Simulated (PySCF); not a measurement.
**Vertical excitation energies**

Compound: 1,2-propanediol, C3H8O2.
SMILES: `C[C@H](O)CO`

Method: TDDFT CAM-B3LYP/def2-SVPD, vertical, gas phase, core orbitals frozen in the response in PySCF 2.14.0, density-fitted response routines. The structure is a single PBE0-D3(BJ)/def2-SVP conformer in the gas phase; no vibrational or solvent corrections. Torsions of this conformer, `[CH3:1][C@H:2]([OH:3])[CH2:4][OH:5]`: C1–C2–C4–O5 63°, H–O3–C2–C1 45°, H–O5–C4–C2 48°.

| state | E (eV) | E (hartree) | f | \|μ\| (D) | main configurations (H = HOMO, L = LUMO) |
| --- | --- | --- | --- | --- | --- |
| S1 | 7.24 | 0.2659 | 0.0080 | 0.54 | H-1→L (80%) |
| S2 | 7.32 | 0.2689 | 0.0039 | 0.37 | H→L (66%), H→L+3 (19%), H-1→L (8%) |
| S3 | 8.11 | 0.2980 | 0.032 | 1.02 | H→L+1 (73%) |
| S4 | 8.42 | 0.3093 | 0.0055 | 0.41 | H→L+3 (55%), H→L+1 (14%), H→L (13%) |
| S5 | 8.61 | 0.3162 | 0.074 | 1.51 | H-1→L+1 (79%) |
| S6 | 8.70 | 0.3199 | 0.029 | 0.93 | H→L+2 (61%), H-2→L (11%) |
| S7 | 8.82 | 0.3241 | 0.0041 | 0.35 | H-2→L (53%), H→L+2 (14%) |
| S8 | 9.04 | 0.3323 | 0.0003 | 0.09 | H-1→L+3 (66%), H-1→L+2 (15%) |
| S9 | 9.13 | 0.3356 | 0.034 | 0.98 | H-1→L+2 (50%), H-3→L (20%) |
| S10 | 9.22 | 0.3386 | 0.016 | 0.68 | H→L+4 (40%), H-3→L (13%) |

Triplets (Tamm–Dancoff): T1 6.94 eV, H-1→L (80%); T2 7.06 eV, H→L (59%), H→L+3 (24%); T3 7.90 eV, H→L+1 (64%), H→L (13%); T4 8.22 eV, H→L+3 (32%), H-2→L (16%), H-1→L+1 (14%).

The lowest singlet lies at 7.24 eV (171 nm, vacuum ultraviolet) and is weak; its leading configuration is HOMO-1→LUMO (80%). The most intense listed level is S5 at 8.61 eV (144 nm, f = 0.074), 1.37 eV above S1. Löwdin shares by element: HOMO oxygen 59% or more, carbon 22% or more, hydrogen 9% or more; LUMO oxygen 25% or more, carbon 23% or more, hydrogen 15% or more (atoms not listed hold the other 37%). Orbital energies (eV): HOMO-3 -11.59, HOMO-2 -10.80, HOMO-1 -9.84, HOMO -9.28, LUMO 0.95, LUMO+1 1.87, LUMO+2 2.12. Of the 10 states listed, 5 reach f = 0.01 and 1 stays under 0.0005. Weighted by f, the mean energy of these states is 8.60 eV. All these states lie below the vertical ionisation energy of 10.40 eV (ΔSCF). The window holds the lowest 10 singlets.
